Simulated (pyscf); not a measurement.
Optimised with ωB97X-D3(BJ)/def2-SVP in PySCF.

Task: For the elementary gas-phase step H₃Si–PH₂ (SMILES [SiH3]P) + PH₃ (SMILES P) → H₃Si–PH–PH₂ (SMILES [SiH3]PP) + H₂ (SMILES [H][H]) (singlet surface; H–P, H–P broken, P–P, H–H formed), what barrier and reaction energy does ωB97M-D3(BJ)/def2-TZVP give, measured from the separated reactants?

Result: ΔE‡ = 3.21 eV, ΔE = +0.16 eV. Zero-point energy shifts the barrier by -0.03 eV. It is a four-centre exchange, with an imaginary mode of 1403i cm⁻¹. From the product side, H₃Si–PH• + PH₂• + H₂ lies, by one bond made or cut, 0.32 eV under this saddle at ωB97M-D3(BJ)/def2-TZVP. One saddle was located; it need not be the lowest between these sides.
